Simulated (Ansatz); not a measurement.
**AlPH2 (singlet): wave-function methods side by side, 6-31G**

One table from this session's results is given with a row withheld; the runs are named, their logs left out.

The runs use Ansatz 0.2.0, Gaussian basis; 6-31G, core rule «outside noble gas», up to 10 orbitals frozen.

The runs, in order: UHF; CCSD(T) on RHF; BCCD(T) on RHF; CISD; CCSDT(Q) on RHF; CISDTQ; CCSDTQ on RHF; CASSCF and MRCISD+Q, 10 electrons in 10 orbitals; CASSCF and NEVPT2, 10 electrons in 10 orbitals; Full CI.

3 further runs of the same task are left out: 3 set aside as unsound or not needed.

### The geometry

The geometry is a PBE0/def2-TZVP stationary point (not a proven minimum).

4 atoms, charge 0, spin multiplicity 1.

Atoms are counted from 1 here; the program's logs count them from 0.

Bond lengths: Al1–P2 2.131 Å, Al1–H3 1.583 Å, P2–H4 1.451 Å. Angles: P2–Al1–H3 176.8°, Al1–P2–H4 75.4°.

Geometry (Å):

```xyz
4
AlH2P
Al    0.00000    0.00335    1.10376
P     0.00000    0.04533   -1.02638
H     0.00000   -0.11687    2.68176
H     0.00000   -1.36559   -0.68778
```

Set-up of the first run:

The input, in.yaml:

```yaml
crystal:
  periodic: [false, false, false]
  atoms:
    - {symbol: Al, position_ang: [0.000000, 0.003348, 1.103758]}
    - {symbol: P, position_ang: [0.000000, 0.045326, -1.026381]}
    - {symbol: H, position_ang: [0.000000, -0.116866, 2.681764]}
    - {symbol: H, position_ang: [0.000000, -1.365594, -0.687779]}
basis:
  gaussian: {orbitals: 6-31G}
magnetization: {spin_polarized: true, initial_magnetization: 0}
hamiltonian: {xc: hf}
output: {orbitals: {seedname: orbitals}}
```

On the command line:

```console
ansatz run in.yaml --threads 1 --pin off --events-out ev --progress --plain --max-ram 4096MiB --backend cpu
```

Among the steps run: UHF; CCSD(T) on RHF; BCCD(T) on RHF; CISD; CCSDT(Q) on RHF; CISDTQ; CCSDTQ on RHF; CASSCF and MRCISD+Q, 10 electrons in 10 orbitals; CASSCF and NEVPT2, 10 electrons in 10 orbitals; Full CI.

One of the session's tables, all rows but one given; the rest of the session is left out.

It belongs to the step «Misses and costs». 

```
          method  from FCI (kcal/mol)
             RHF               +78.00
            RMP2               +17.21
            CISD                +8.38
           RCCSD                +3.32
        RCCSD(T)                +0.74
         BCCD(T)                +0.81
          RCCSDT                +0.15
          CISDTQ                +0.49
       RCCSDT(Q)                -0.02
         RCCSDTQ                 0.00
  CASSCF valence               +19.50
  NEVPT2 valence                +5.70
  MRCISD valence                +0.73
MRCISD+Q valence                    ?
             FCI                    0
```

Q: Estimate the row for MRCISD+Q valence from the others.

As computed: from FCI (kcal/mol): +0.29. In the column «from FCI (kcal/mol)» it lies between RCCSDT (+0.15) and CISDTQ (+0.49).
